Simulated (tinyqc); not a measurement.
Coupled-perturbed Hartree-Fock on RHF in the sto-3g basis, for LiH, spin multiplicity 1, step by step. One step of it, computed by the program tinyqc.

Question. Coupled step 2. U_ai = -(mu_ai + sum_bj [4 (ai|bj) - (ab|ij) - (aj|bi)] U_bj) / (e_a - e_i); alpha = -4 sum U_ai mu_ai.

U after step 1:
```
          i1         i2
a3  0.064351   2.120884
a4  0.000000   0.000000
a5  0.000000   0.000000
a6  0.045674  -1.086669
```

dipole integrals <a|z|i> (bohr):
```
           i1         i2
a3  -0.141125  -0.532646
a4   0.000000   0.000000
a5   0.000000   0.000000
a6  -0.130014   0.847956
```

orbital energies (hartree): MO1 -2.353693, MO2 -0.269889, MO3 0.076338, MO4 0.163607, MO5 0.163607, MO6 0.496727

Two-electron integrals over orbitals (pq|rs), unique and non-zero (hartree):
```
(11|11) 1.658919    (21|11) -0.105093   (21|21) 0.011707    (22|11) 0.346971
(22|21) 0.004758    (22|22) 0.475238    (31|11) -0.139871   (31|21) 0.010819
(31|22) -0.014046   (31|31) 0.021849    (32|11) 0.017460    (32|21) -0.002958
(32|22) -0.051738   (32|31) 0.000066    (32|32) 0.015103    (33|11) 0.394682
(33|21) -0.010125   (33|22) 0.219089    (33|31) 0.001528    (33|32) 0.009809
(33|33) 0.335632    (41|41) 0.009816    (42|41) 0.007369    (42|42) 0.022523
(43|41) 0.010292    (43|42) 0.019490    (43|43) 0.041278    (44|11) 0.396331
(44|21) -0.004018   (44|22) 0.261631    (44|31) -0.005019   (44|32) 0.007885
(44|33) 0.281465    (44|44) 0.312946    (51|51) 0.009816    (52|51) 0.007369
(52|52) 0.022523    (53|51) 0.010292    (53|52) 0.019490    (53|53) 0.041278
(54|54) 0.016869    (55|11) 0.396331    (55|21) -0.004018   (55|22) 0.261631
(55|31) -0.005019   (55|32) 0.007885    (55|33) 0.281465    (55|44) 0.279207
(55|55) 0.312946    (61|11) 0.063343    (61|21) -0.009441   (61|22) -0.007528
(61|31) -0.003610   (61|32) 0.002215    (61|33) 0.011327    (61|44) 0.001098
(61|55) 0.001098    (61|61) 0.010056    (62|11) -0.058618   (62|21) 0.003258
(62|22) 0.118795    (62|31) 0.002228    (62|32) -0.037034   (62|33) -0.016102
(62|44) -0.024435   (62|55) -0.024435   (62|61) 0.000120    (62|62) 0.126082
(63|11) 0.018782    (63|21) -0.002943   (63|22) -0.052656   (63|31) 0.004226
(63|32) 0.011440    (63|33) 0.036004    (63|44) 0.003892    (63|55) 0.003892
(63|61) 0.004354    (63|62) -0.033825   (63|63) 0.027187    (64|41) -0.006158
(64|42) -0.019403   (64|43) -0.013295   (64|64) 0.019830    (65|51) -0.006158
(65|52) -0.019403   (65|53) -0.013295   (65|65) 0.019830    (66|11) 0.360207
(66|21) 0.002053    (66|22) 0.445632    (66|31) -0.011265   (66|32) -0.045409
(66|33) 0.240227    (66|44) 0.265389    (66|55) 0.265389    (66|61) -0.004145
(66|62) 0.122511    (66|63) -0.044900   (66|66) 0.445438
```

Give: U after step 2; polarisability.

Answer.

U after step 2:
```
        i1       i2
a3  0.0627   2.4163
a4  0.0000   0.0000
a5  0.0000   0.0000
a6  0.0438  -1.0406
```

polarisability = 8.7360 bohr^3
